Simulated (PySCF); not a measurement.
Ionisation energies (eV) were calculated with PySCF 2.14 by LDA, MP2 (valence), UHF, in another order, as differences of total energies without spin-orbit coupling. The measured values are between term centres (NIST).

```csv
species,measured,A,B,C
"Be (dyall-acv3z, non-relativistic)",9.323,9.026,8.043,8.837
"O (dyall-acv3z, non-relativistic)",13.608,14.002,12.020,13.337
"F⁺ (dyall-acv3z, non-relativistic)",34.950,35.281,33.390,34.646
"Ne (dyall-acv3z, non-relativistic)",21.597,22.189,19.661,21.642
"Al (dyall-acv3z, non-relativistic)",5.977,6.036,5.609,5.836
"Si (dyall-acv3z, non-relativistic)",8.157,8.234,7.637,8.051
"S (dyall-acv3z, non-relativistic)",10.336,10.568,9.237,10.012
"Cl (dyall-acv3z, non-relativistic)",12.974,13.201,11.764,12.770
```

**Question.** Which column is which method?

**Answer.** A is LDA (mean error 0.20 eV); B is UHF (mean error -1.19 eV); C is MP2 (valence) (mean error -0.22 eV). LDA overbinds the outer electron and comes out highest. Hartree-Fock lacks the correlation of the electron removed and comes out lowest. Valence MP2 in a finite basis recovers only part of the missing correlation, so it stays below experiment on average.
